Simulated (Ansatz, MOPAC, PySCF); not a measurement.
Molecule: ethylene, C$_{2}$H$_{4}$, charge 0, multiplicity 1. SMILES: C=C
Structure (B3LYP-D3(BJ)/def2-TZVP (Ansatz, a program for electronic structure) minimum search):
```
C
C 1 1.3246
H 1 1.0833 2 121.73
H 2 1.0833 1 121.73 3 180.00
H 1 1.0833 3 116.54 2 -180.00
H 2 1.0833 4 116.54 1 180.00
```
Charge 0, spin multiplicity 1.

Unscaled harmonic wavenumbers (cm⁻¹) in rising order, each level at the stationary point that it reaches from this structure (no distance between atoms moves by over 0.3 Å); the order of modes can differ between levels, and a negative number is imaginary. B3LYP-D3(BJ)/def2-TZVP (PySCF, at the structure above): 838, 978, 983, 1063, 1247, 1384, 1479, 1693, 3130, 3143, 3200, 3228.

AM1 (MOPAC): 835, 874, 1056, 1067, 1167, 1388, 1412, 1826, 3152, 3184, 3209, 3216. Zero-point energy 32.0 against 32.0 kcal/mol; where all levels lie over 400 cm⁻¹, the wavenumbers are on average 0.997 times those of B3LYP-D3(BJ)/def2-TZVP.

HF/3-21G (Ansatz): 943, 1115, 1156, 1166, 1387, 1522, 1639, 1842, 3305, 3327, 3371, 3403. Zero-point energy 34.6 against 32.0 kcal/mol; where all levels lie over 400 cm⁻¹, the wavenumbers are on average 1.097 times those of B3LYP-D3(BJ)/def2-TZVP.
